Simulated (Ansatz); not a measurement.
# AlSiH3 (triplet): wave-function methods side by side at a displaced geometry (v1), cc-pVDZ

Aim: climb from Hartree-Fock through coupled cluster for AlSiH3 (triplet) at one geometry and basis, and see what each rung misses.

Computed with Ansatz 0.2.0, Gaussian basis. Level: cc-pVDZ, core rule «outside noble gas», up to 10 orbitals frozen.

Plan: UHF; CCSD(T) on ROHF; CCSD(T) on UHF; BCCD(T) on ROHF; CISD; CCSDT(Q) on ROHF; CCSDT(Q) on UHF.

25 further runs of the same task are left out: 2 for a known fault of the program, 7 that didn't finish, 16 set aside as unsound or not needed.

## 1. The geometry

The geometry is a PBE0/def2-TZVP stationary point (not a proven minimum) with its atoms shifted at random (size 0.040 Å).

5 atoms, charge 0, spin multiplicity 3.

Atoms are counted from 1 here; the program's logs count them from 0.

Bond lengths: Si1–Al2 2.396 Å, Si1–H3 1.498 Å, Si1–H4 1.491 Å, Al2–H5 1.648 Å. Angles: Al2–Si1–H3 126.6°, Al2–Si1–H4 120.6°, H3–Si1–H4 112.8°, Si1–Al2–H5 119.8°.

## 2. UHF

Input file in.yaml:

```yaml
crystal:
  periodic: [false, false, false]
  atoms:
    - {symbol: Si, position_ang: [0.002236, 0.056884, 1.138688]}
    - {symbol: Al, position_ang: [0.001402, -0.111641, -1.251121]}
    - {symbol: H, position_ang: [0.049366, 1.318270, 1.945153]}
    - {symbol: H, position_ang: [-0.053410, -1.168181, 1.986567]}
    - {symbol: H, position_ang: [-0.095795, 1.253394, -2.169171]}
basis:
  gaussian: {orbitals: cc-pVDZ}
magnetization: {spin_polarized: true, initial_magnetization: 2}
hamiltonian: {xc: hf}
output: {orbitals: {seedname: orbitals}}
```

The run is started by

```console
$ ansatz run in.yaml --threads 1 --pin off --events-out ev --progress --plain --max-ram 2393MiB
```

Further steps of the session: CCSD(T) on ROHF; CCSD(T) on UHF; BCCD(T) on ROHF; CISD; CCSDT(Q) on ROHF; CCSDT(Q) on UHF.

Q: Predict the results of all the runs planned. Wanted: UCCSDT(Q) below the RHF energy; RMP2 from UCCSDT(Q); UMP2 from UCCSDT(Q); RCCSD from UCCSDT(Q); RCCSD(T) from UCCSDT(Q); UCCSD(T) from UCCSDT(Q); RCCSDT(Q) from UCCSDT(Q); T1 diagnostic.

As calculated:

```
                         quantity                                                   value
   UCCSDT(Q) below the RHF energy                                              -4.9307 eV
              RMP2 from UCCSDT(Q)                                           +113.2 kJ/mol
              UMP2 from UCCSDT(Q)                                           +114.6 kJ/mol
             RCCSD from UCCSDT(Q)                                            +16.4 kJ/mol
          RCCSD(T) from UCCSDT(Q)                                             +3.9 kJ/mol
          UCCSD(T) from UCCSDT(Q)                                             +3.9 kJ/mol
         RCCSDT(Q) from UCCSDT(Q)                                             +0.1 kJ/mol
levels within 1 kcal/mol (43 meV)  RCCSD(T), UCCSD(T), BCCD(T), RCCSDT, UCCSDT, RCCSDT(Q)
                    T1 diagnostic                                                   0.022
```

RCCSD(T) misses by +3.9 kJ/mol, 0.8 % of the correlation energy. These misses are within one basis, not against nature; the frozen cores of restricted and unrestricted runs differ, which can shift their rows.
